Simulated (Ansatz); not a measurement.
Candidate structures of ZrO₂, relaxed level by level: ZrO2 (P2₁/c, No. 14); ZrO2 (P4₂/nmc, No. 137; high-temperature phase); ZrO2 (model structure, from the cotunnite type, Pnma, No. 62); fluorite ZrO2 (high-temperature phase). Levels: PBEsol in Ansatz (plane waves, PAW), r²SCAN (plane waves, PAW; Ansatz, a quantum-chemistry and plane-wave program).

Problem. Which structure has the lowest energy at each level, and how far above it lie the others?

Solution. Lowest: PBEsol, ZrO2 (P2₁/c, No. 14); r²SCAN, ZrO2 (P2₁/c, No. 14). Energies above the lowest of these candidates, meV/atom:

| structure | PBEsol | r²SCAN |
|---|---|---|
| ZrO2 (P2₁/c, No. 14) | 0 | 0 |
| ZrO2 (P4₂/nmc, No. 137; high-temperature phase) | 26 | 27 |
| fluorite ZrO2 (high-temperature phase) | 48 | 56 |
| ZrO2 (model structure, from the cotunnite type, Pnma, No. 62) | 68 | 89 |

All these levels agree on the lowest structure.

A measured cell is on file for: ZrO2 (P4₂/nmc, No. 137; high-temperature phase); fluorite ZrO2 (high-temperature phase); ZrO2 (P2₁/c, No. 14).

Static-lattice energies; unlike cells have unlike k meshes, which leaves some meV/atom of uncertainty, and other structures than these can lie lower.

Note: symmetry holds this phase in the static calculation, where it need not be a minimum.

A model structure was made by putting elements into a prototype or built by hand; it is no filed structure, need not be a known phase, and can be a saddle point held by its symmetry.
